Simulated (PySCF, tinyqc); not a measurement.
Inside a calculation (part 2 of 2). Method: RHF in the sto-3g basis, for H2O, spin multiplicity 1. The lowest restricted solution is unstable here: a spin-polarised one lies 0.0124 hartree lower (PySCF). Computed by tinyqc, a small Python program that keeps every step (integrals from PySCF). Command: `OMP_NUM_THREADS=1 python tinyqc.py 20090 20091 out.jsonl` (the two numbers bound the seeds that draw the settings). One thread of a shared host (Intel(R) Xeon(R) Processor @ 2.60GHz), about 0.08 s of CPU time with the checks.

Geometry (angstrom):
```
atom       x        y       z
O     0.0000   0.0000  0.0000
H     0.0000   1.0810  0.8000
H     0.0000  -1.0810  0.8000
```

## Populations, bond orders and dipole

D after iteration 24, lower triangle:
```
          1O 1s    1O 2s  1O 2px   1O 2py  1O 2pz    2H 1s   3H 1s
1O 1s    2.1138
1O 2s   -0.4835   2.0747
1O 2px   0.0000   0.0000  2.0000
1O 2py   0.0000   0.0000  0.0000   0.7612
1O 2pz   0.0880  -0.4426  0.0000   0.0000  1.0513
2H 1s   -0.0062  -0.0638  0.0000   0.5719  0.5727   0.7583
3H 1s   -0.0062  -0.0638  0.0000  -0.5719  0.5727  -0.1010  0.7583
```

overlap S, lower triangle:
```
         1O 1s   1O 2s  1O 2px   1O 2py  1O 2pz   2H 1s   3H 1s
1O 1s   1.0000
1O 2s   0.2367  1.0000
1O 2px  0.0000  0.0000  1.0000
1O 2py  0.0000  0.0000  0.0000   1.0000
1O 2pz  0.0000  0.0000  0.0000   0.0000  1.0000
2H 1s   0.0217  0.2606  0.0000   0.2000  0.1480  1.0000
3H 1s   0.0217  0.2606  0.0000  -0.2000  0.1480  0.0908  1.0000
```

Mulliken: Z minus the diagonal of D S on the atom; Loewdin: the same with S^(1/2) D S^(1/2); Mayer order: 2 sum_s sum (D(s) S)_ij (D(s) S)_ji over the two atoms.

Charges (e):
```
atom  Mulliken  Loewdin
1O     -0.1370  -0.1065
2H      0.0685   0.0532
3H      0.0685   0.0532
```

Mayer bond orders:
```
pair   order
2-1   0.9892
3-1   0.9892
3-2   0.0062
```

dipole moment about the origin, x y z (debye): 0.0000  0.0000  1.1959
